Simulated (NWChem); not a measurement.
System: CHO cation

The following NWChem deck was run.

```
start job
memory heap 200 mb stack 900 mb global 1100 mb
charge 1
geometry units angstroms noautoz
  C      0.000000     0.000000    -0.508590
  O      0.000000     0.000000     0.595818
  H      0.000000     0.000000    -1.619825
end
basis spherical
  * library 6-31g*
end
dft
  xc slater vwn_5
  iterations 150
  mulliken
end
task dft energy
```

Parts of the log:

```
             Northwest Computational Chemistry Package (NWChem) 7.3.0
             --------------------------------------------------------

 ORDER OF PRIMARY AXIS IS BEING SET TO 4
 C4V symmetry detected

                             Geometry "geometry" -> ""
                             -------------------------

 Output coordinates in angstroms (scale by  1.889725989 to convert to a.u.)

  No.       Tag          Charge          X              Y              Z
 ---- ---------------- ---------- -------------- -------------- --------------
    1 C                    6.0000     0.00000000     0.00000000    -0.51493527
    2 O                    8.0000     0.00000000     0.00000000     0.58947273
    3 H                    1.0000     0.00000000     0.00000000    -1.62617027

 Effective nuclear repulsion energy (a.u.)      27.7671403294

      Symmetry information
      --------------------

 Group name             C4v
 Group number             18
 Group order               8
 No. of unique centers     3

                                 NWChem DFT Module
                                 -----------------

 Summary of "ao basis" -> "ao basis" (spherical)
 ------------------------------------------------------------------------------
       Tag                 Description            Shells   Functions and Types
 ---------------- ------------------------------  ------  ---------------------
 C                           6-31g*                  6       14   3s2p1d
 O                           6-31g*                  6       14   3s2p1d
 H                           6-31g*                  2        2   2s

      Symmetry analysis of basis
      --------------------------

        a1         14
        a2          0
        b1          2
        b2          2
        e          12

            General Information
            -------------------
          SCF calculation type: DFT
          Wavefunction type:  closed shell.
          No. of atoms     :     3
          No. of electrons :    14
           Alpha electrons :     7
            Beta electrons :     7
          Charge           :     1
          Spin multiplicity:     1
          Use of symmetry is: on ; symmetry adaption is: on
          Maximum number of iterations: 150
          AO basis - number of functions:    30
                     number of shells:    14
          Convergence on energy requested:  1.00D-06
          Convergence on density requested:  1.00D-05
          Convergence on gradient requested:  5.00D-04

              XC Information
              --------------
                        Slater Exchange Functional  1.000 local
                      VWN V Correlation Functional  1.000 local

             Grid Information
             ----------------
          Grid used for XC integration:  medium
          Radial quadrature: Mura-Knowles
          Angular quadrature: Lebedev.
          Tag              B.-S. Rad. Rad. Pts. Rad. Cut. Ang. Pts.
          ---              ---------- --------- --------- ---------
          C                   0.70       49           6.0       434
          O                   0.60       49           7.0       434
          H                   0.35       45           6.0       434
          Grid pruning is: on
          Number of quadrature shells:   143
          Spatial weights used:  Erf1

      Superposition of Atomic Density Guess
      -------------------------------------

 Sum of atomic energies:        -112.91283892

 Renormalizing density from      15.00 to     14

      Non-variational initial energy
      ------------------------------

 Total energy =    -108.377620
 1-e energy   =    -194.552495
 2-e energy   =      58.407735
 HOMO         =      -1.115041
 LUMO         =      -0.455819

      Symmetry analysis of molecular orbitals - initial
      -------------------------------------------------

 !! scf_movecs_sym_adapt:    4 vectors were symmetry contaminated

  Symmetry fudging

 !! scf_movecs_sym_adapt:    4 vectors were symmetry contaminated

  Numbering of irreducible representations:

     1 a1          2 a2          3 b1          4 b2          5 e

  Orbital symmetries:

     1 a1          2 a1          3 a1          4 a1          5 e
     6 e           7 a1          8 e           9 e          10 a1
    11 a1         12 e          13 e          14 a1         15 a1
    16 a1         17 e

     ---------------------------------------------
      Total Density - Mulliken Population Analysis
     ---------------------------------------------

    Atom       Charge   Shell Charges
 -----------   ------   -------------------------------------------------------
    1 C    6     4.85   2.00  0.84  1.25  0.53  0.16  0.07
    2 O    8     8.68   2.00  1.07  3.50  0.82  1.25  0.03
    3 H    1     0.46   0.32  0.14

   convergence    iter        energy       DeltaE   RMS-Dens  Diis-err
 ---------------- ----- ----------------- --------- --------- ---------
 d= 0,ls=0.0,diis     1   -112.3260470286 -1.40D+02  9.23D-02  3.20D+00
 d= 0,ls=0.0,diis     2   -109.7572214623  2.57D+00  7.92D-02  2.26D+01
 d= 0,ls=0.0,diis     3   -112.6274360117 -2.87D+00  7.19D-03  1.01D-01
 d= 0,ls=0.0,diis     4   -112.6388248290 -1.14D-02  2.29D-03  1.09D-02
 d= 0,ls=0.0,diis     5   -112.6403182558 -1.49D-03  1.84D-04  1.81D-04
  Resetting Diis
 d= 0,ls=0.0,diis     6   -112.6403370856 -1.88D-05  3.11D-05  3.84D-06
 d= 0,ls=0.0,diis     7   -112.6403374889 -4.03D-07  2.96D-05  3.10D-07
 d= 0,ls=0.0,diis     8   -112.6403371493  3.40D-07  2.24D-05  3.91D-06
 d= 0,ls=0.0,diis     9   -112.6403375197 -3.70D-07  5.95D-07  1.64D-09

         Total DFT energy =     -112.640337519724
      One electron energy =     -203.666103508445
           Coulomb energy =       76.293047443234
    Exchange-Corr. energy =      -13.034421783946
 Nuclear repulsion energy =       27.767140329434

 Numeric. integr. density =       13.999999683778

                  Occupations of the irreducible representations
                  ----------------------------------------------

                     irrep           alpha         beta
                     --------     --------     --------
                     a1                5.0          5.0
                     a2                0.0          0.0
                     b1                0.0          0.0
                     b2                0.0          0.0
                     e                 2.0          2.0

                       DFT Final Molecular Orbital Analysis
                       ------------------------------------

 Vector    5  Occ=2.000000D+00  E=-8.092139D-01  Symmetry=a1
              MO Center= -1.1D-15, -2.4D-15,  5.3D-01, r^2= 8.9D-01
   Bfn.  Coefficient  Atom+Function         Bfn.  Coefficient  Atom+Function
  ----- ------------  ---------------      ----- ------------  ---------------
    19      0.544508  2 O  pz                20      0.405075  2 O  s
     5     -0.341498  1 C  pz                16      0.243142  2 O  s
    23      0.207506  2 O  pz                29      0.121117  3 H  s
    15     -0.103985  2 O  s                  2     -0.089783  1 C  s
    30      0.074467  3 H  s                  9     -0.040180  1 C  pz

 Vector    6  Occ=2.000000D+00  E=-7.858755D-01  Symmetry=e
              MO Center=  6.0D-15, -1.7D-14,  2.2D-01, r^2= 7.7D-01
   Bfn.  Coefficient  Atom+Function         Bfn.  Coefficient  Atom+Function
  ----- ------------  ---------------      ----- ------------  ---------------
    17      0.526140  2 O  px                 3      0.363901  1 C  px
    21      0.264136  2 O  px                18     -0.195877  2 O  py
     4     -0.135477  1 C  py                 7      0.117091  1 C  px
    22     -0.098336  2 O  py                 8     -0.043592  1 C  py
    27      0.036391  2 O  d  1              13     -0.031168  1 C  d  1

 Vector    7  Occ=2.000000D+00  E=-7.858755D-01  Symmetry=e
              MO Center=  7.4D-16,  2.3D-15,  2.2D-01, r^2= 7.7D-01
   Bfn.  Coefficient  Atom+Function         Bfn.  Coefficient  Atom+Function
  ----- ------------  ---------------      ----- ------------  ---------------
    18      0.526140  2 O  py                 4      0.363901  1 C  py
    22      0.264136  2 O  py                17      0.195877  2 O  px
     3      0.135477  1 C  px                 8      0.117091  1 C  py
    21      0.098336  2 O  px                 7      0.043592  1 C  px
    25     -0.036391  2 O  d -1              11      0.031168  1 C  d -1

 Vector    8  Occ=0.000000D+00  E=-4.251975D-01  Symmetry=e
              MO Center= -4.3D-17, -1.6D-16, -2.3D-01, r^2= 1.2D+00
   Bfn.  Coefficient  Atom+Function         Bfn.  Coefficient  Atom+Function
  ----- ------------  ---------------      ----- ------------  ---------------
     4      0.600088  1 C  py                 8      0.481135  1 C  py
    18     -0.460301  2 O  py                22     -0.402338  2 O  py
     3     -0.119963  1 C  px                 7     -0.096183  1 C  px
    17      0.092018  2 O  px                21      0.080431  2 O  px
    11     -0.037370  1 C  d -1

 Vector    9  Occ=0.000000D+00  E=-4.251975D-01  Symmetry=e
              MO Center= -4.1D-16, -1.5D-16, -2.3D-01, r^2= 1.2D+00
   Bfn.  Coefficient  Atom+Function         Bfn.  Coefficient  Atom+Function
  ----- ------------  ---------------      ----- ------------  ---------------
     3      0.600088  1 C  px                 7      0.481135  1 C  px
    17     -0.460301  2 O  px                21     -0.402338  2 O  px
     4      0.119963  1 C  py                 8      0.096183  1 C  py
    18     -0.092018  2 O  py                22     -0.080431  2 O  py
    13      0.037370  1 C  d  1

 Vector   10  Occ=0.000000D+00  E=-2.806095D-01  Symmetry=a1
              MO Center=  3.0D-16, -1.1D-16, -1.3D+00, r^2= 1.7D+00
   Bfn.  Coefficient  Atom+Function         Bfn.  Coefficient  Atom+Function
  ----- ------------  ---------------      ----- ------------  ---------------
     6      1.485372  1 C  s                 30     -1.104029  3 H  s
    20     -0.543896  2 O  s                 29     -0.355558  3 H  s
    23      0.261850  2 O  pz                 2      0.234338  1 C  s
    19      0.219337  2 O  pz                 5     -0.185937  1 C  pz
    16     -0.135854  2 O  s                  1     -0.122115  1 C  s

     ---------------------------------------------
      Total Density - Mulliken Population Analysis
     ---------------------------------------------

    Atom       Charge   Shell Charges
 -----------   ------   -------------------------------------------------------
    1 C    6     5.56   2.00  0.77  1.86  0.47  0.41  0.06
    2 O    8     7.91   2.00  0.96  2.80  0.92  1.20  0.04
    3 H    1     0.53   0.43  0.11

     -------------------------------------------
      Total Density - Lowdin Population Analysis
     -------------------------------------------

    Atom       Charge   Shell Charges
 -----------   ------   -------------------------------------------------------
    1 C    6     5.64   1.98  0.61  1.66  0.47  0.80  0.12
    2 O    8     7.67   1.99  0.86  2.60  0.66  1.48  0.08
    3 H    1     0.69   0.39  0.30

     Multipole analysis of the density
     ---------------------------------

     L   x y z        total         alpha         beta         nuclear
     -   - - -        -----         -----         ----         -------
     0   0 0 0      1.000000     -7.000000     -7.000000     15.000000

     1   1 0 0      0.000000      0.000000      0.000000      0.000000
     1   0 1 0     -0.000000     -0.000000     -0.000000      0.000000
     1   0 0 1     -1.433261     -0.716631     -0.716631      0.000000

     2   2 0 0     -6.525273     -3.262636     -3.262636      0.000000
     2   1 1 0      0.000000      0.000000      0.000000      0.000000
     2   1 0 1      0.000000      0.000000      0.000000      0.000000
     2   0 2 0     -6.525273     -3.262636     -3.262636      0.000000
     2   0 1 1     -0.000000     -0.000000     -0.000000      0.000000
     2   0 0 2     -2.500039    -13.775893    -13.775893     25.051747
```

Level: LDA (Slater exchange, VWN5)/6-31G* (spherical d). The geometry was optimised at PBE0/def2-SVP.
